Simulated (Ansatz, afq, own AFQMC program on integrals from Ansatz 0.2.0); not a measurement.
## W, quintet: AFQMC among the cluster methods

A free W atom.

Basis def2-SVP with its core potentials. Noble-gas cores (and the filled d shells of Ga–Kr and In–Xe) are frozen. Ansatz 0.2.0 and our own AFQMC program on the same integrals; the CISD trial comes from CCSD amplitudes, and released means the phaseless constraint is let go. Uncertainties: one standard error, sampling alone. No spin–orbit coupling. The metal's outer-core s and p shells are frozen, which shifts wave-function levels against functionals.

Determinant: ROHF, the one that the program's search chose, which needn't be the lowest solution.

No full CI on the walks' own integrals is used here; CCSDTQ serves as the reference and is uncertain by about the last step of the cluster series.

Cautions: no spin-orbit coupling; outer-core shells of the metal frozen; a spin-contaminated unrestricted determinant lies lower (UHF 293 meV lower, ⟨S²⟩ 6.25); the search met a lower determinant of the same kind, perhaps of another symmetry (23 meV lower), and this one is a saddle point; strong correlation (T1 0.128, weight of the determinant 0.74, largest double 0.18); the released energies have errors that jump between times, so the bars are unsure, so no released level is given (meV from the phaseless value at times in 1/Eh: 13 ± 16 at 0.24, 1 ± 5 at 0.51, -8 ± 3 at 0.99, -8.1 ± 2.1 at 1.62, -20 ± 3 at 2.40); CCSDTQ on the UHF determinant differs (77 meV lower), by its state or its frozen core; a state of higher spin lies lower (by 519 meV).

The T1 diagnostic is 0.1277. The weight of the determinant in the CISD state is 0.743. The size of the correlated space is 6 electrons in 28 orbitals.

Reference: CCSDTQ, correlation energy -2.388 eV. The cautions show a poor starting determinant, so the rows tell how each method copes with it here, and CCSDTQ is near closed.

```csv
level,E − E(reference) (mEh),share of correlation (%)
HF,87.74,0.00
MP2,17.21,80.38
CCSD,2.81,96.79
CCSD(T),-0.51,100.58
CCSDT,0.21,99.76
CCSDT(Q),0.03,99.97
ph-AFQMC/HF,6.54 ± 0.37,92.54
ph-AFQMC/CISD,0.98 ± 0.12,98.88
```

CCSDT and higher add their correlation energy to the determinant of the CCSD(T) run, since their own runs factorise the integrals more tightly (a shift of under 2 meV).
